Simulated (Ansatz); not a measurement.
Process, species as SMILES: Cl atom → [Cl-] (an electron is taken up)
B3LYP-D3(BJ)/def2-TZVP geometries, fixed; electronic energies without zero-point terms; positive where energy is released.
Largest species:
```xyz
1

Cl     0.0000     0.0000     0.0000
```
Charge 0, spin multiplicity 2.

Basis-set convergence of the adiabatic electron affinity at MP2 with Ansatz (a program for electronic structure). Cartesian d functions, on some or all atoms, in 6-31+G*; all else is spherical. Cores are frozen. Open shells are unrestricted. No added dispersion term, no relativity. Functions are those of the species that has most. Reference: Hartree-Fock in aug-cc-pV(5+d)Z plus the correlation part extrapolated as X^-3 from aug-cc-pV(Q+d)Z and aug-cc-pV(5+d)Z, 3.799 eV, itself unsure by roughly 0.014 eV (a third of the extrapolation step and of the last Hartree-Fock step). Deviations are taken from unrounded values.

```tsv
basis	functions	adiabatic electron affinity (eV)	minus reference (eV)
6-31G	13	2.659	-1.140
pcseg-0	13	1.862	-1.937
def2-SVP	18	1.981	-1.818
pcseg-1	18	3.132	-0.666
6-31+G*	23	3.185	-0.614
cc-pV(D+d)Z	23	2.595	-1.204
aug-pcseg-1	27	3.560	-0.238
6-311++G(2d,2p)	35	3.473	-0.326
def2-TZVPP	42	3.216	-0.582
def2-TZVPD	46	3.584	-0.214
6-311++G(3df,3pd)	47	3.594	-0.205
aug-cc-pV(T+d)Z	55	3.634	-0.165
cc-pV(Q+d)Z	64	3.538	-0.261
def2-QZVPP	70	3.588	-0.211
aug-cc-pV(Q+d)Z	89	3.723	-0.076
cc-pV(5+d)Z	100	3.651	-0.148
pcseg-4	105	3.708	-0.091
aug-cc-pV(5+d)Z	136	3.759	-0.040
```
